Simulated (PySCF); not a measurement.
SiCl: one state, many levels of theory

State: ²Π (doublet), unpaired electrons π ↑. Set-up: basis Si x2c-TZVPPall, Cl x2c-TZVPPall; spin-free X2C with a Gaussian nucleus; PySCF 2.14. De refers to Si + Cl in their high-spin ground configurations, without counterpoise correction. The functionals are run spin-unrestricted. A positive dipole means Si(−)Cl(+).

```csv
Level,Re (Å),ωe (cm⁻¹),De (eV),μ (D),"CPU s a point (SCF and correlation, without the integrals)"
UHF,2.077,530,3.05,-1.13,0.76
UHF-MP2,2.067,542,4.35,n/a,1.2
UHF-SCS-MP2,2.073,535,4.23,n/a,n/a
UHF-CCSD,2.071,538,4.05,n/a,n/a
UHF-CCSD(T),2.073,535,4.18,n/a,24
PBE,2.085,514,4.60,-0.72,1.2
PBEsol,2.073,525,4.86,-0.64,0.76
BP86,2.089,508,4.57,-0.77,0.75
TPSS,2.084,514,4.49,-0.72,1.8
r²SCAN,2.071,528,4.49,-0.67,1.8
PBE0,2.068,534,4.44,-0.79,2.1
MN15,2.052,542,4.51,-0.87,2.3
CAM-B3LYP,2.069,530,4.34,-0.92,2.7
```

The bond length runs from 2.052 Å (MN15) to 2.089 Å (BP86). De spans 3.05 eV (UHF, mean field) to 4.86 eV (PBEsol, GGA). Correlation at CCSD(T) changes the Hartree–Fock bond energy by +1.13 eV; the triples alone change it by +0.13 eV.

Correlated steps freeze 10 core orbitals. The state was picked by a PBE0 search and need not be the measured ground state.

The whole job (state search and all levels along the bond) took about 6.7 min on 1 thread of Arm Neoverse V2 (shared host), peak memory 2.1 GiB.
